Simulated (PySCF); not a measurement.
Does the answer move with the share of exact exchange?

Species: azetidine, C3H7N.
Z-matrix (Å and degrees, PBE0-D3(BJ)/def2-SVP geometry), rows numbered from 1:
```
C 
C   1  1.5383
N   2  1.4636  1   88.63
C   3  1.4639  2   91.08  1   -19.03
H   1  1.0985  2  117.78  3   137.31
H   1  1.0990  2  112.39  3   -94.23
H   2  1.1037  1  117.83  3   118.08
H   2  1.1090  1  111.60  3  -116.07
H   3  1.0169  2  116.87  1  -140.12
H   4  1.1090  1  111.63  2    97.94
H   4  1.1037  1  117.83  2  -136.13
```

PySCF, def2-SVPD basis, density fitting, gas phase, PBE0-D3(BJ)/def2-SVP geometry; singlet excitations by full TDDFT with frozen cores, triplets by Tamm–Dancoff TDDFT and ionisation energies by ΔSCF, from the lowest of the holes tried. One functional is left out:

```
functional  exact exchange (%)  HOMO energy (eV)  LUMO energy (eV)  lowest singlet excitation (eV)  lowest triplet excitation (eV)  dipole moment (D)  mean polarisability (au)  vertical ionisation energy (eV)
       LDA                   0             -5.11              0.07                            5.23                            5.06              1.197                      46.4                             8.74
       PBE                   0             -5.04              0.13                            5.23                            5.03              1.152                      45.8                             8.63
      PBE0                  25             -6.46              0.87                            5.99                            5.72              1.213                      44.0                             8.77
 BHandHLYP                  50             -7.85              1.36                            6.46                            6.15              1.270                      43.0                             8.75
```

Q: Predict the row of B3LYP (20 % exact exchange) by straight lines through the other rows, and check it.

A: 
| property | line | computed | computed − line | PBE0 (25 %), for comparison |
| --- | --- | --- | --- | --- |
| HOMO energy (eV) | -6.18 | -6.25 | -0.07 | -6.46 |
| LUMO energy (eV) | 0.64 | 0.55 | -0.09 | 0.87 |
| lowest singlet excitation (eV) | 5.76 | 5.75 | -0.01 | 5.99 |
| lowest triplet excitation (eV) | 5.52 | 5.52 | 0.00 | 5.72 |
| dipole moment (D) | 1.210 | 1.215 | +0.005 | 1.213 |
| mean polarisability (au) | 44.7 | 44.6 | -0.1 | 44.0 |
| vertical ionisation energy (eV) | 8.72 | 8.84 | +0.12 | 8.77 |

Q: Which of these properties follows the share of exact exchange most closely, and which least?

A: Most closely the HOMO energy, least the vertical ionisation energy; the correlations over the tabulated rows are HOMO energy -1.000, lowest triplet excitation 0.994, lowest singlet excitation 0.993, LUMO energy 0.993, mean polarisability -0.973, dipole moment 0.922, vertical ionisation energy 0.567. The HOMO energy moves by -0.555 eV for every 10 %. Functionals with the same share still differ in their other parts: at 0 % LDA and PBE differ by 0.07 eV in it.
